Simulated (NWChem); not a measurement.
# formaldehyde (CH2O); SMILES C=O

Results from NWChem. Pople sets run with spherical d functions. Each level has its own optimisation. Computed dipoles belong to the equilibrium geometry; the measured one is vibrationally averaged.

Measured dipole moment: 2.33 D (NIST CCCBDB, as tabulated in the package chemicals).

```
level                dipole moment (D)  computed − measured
-------------------  -----------------  -------------------
B3LYP/3-21G                       2.11                -0.22
Hartree-Fock/STO-3G               1.54                -0.79
B3LYP/6-31G*                      2.18                -0.15
PBE-D3(BJ)/def2-SVP               1.96                -0.37
```
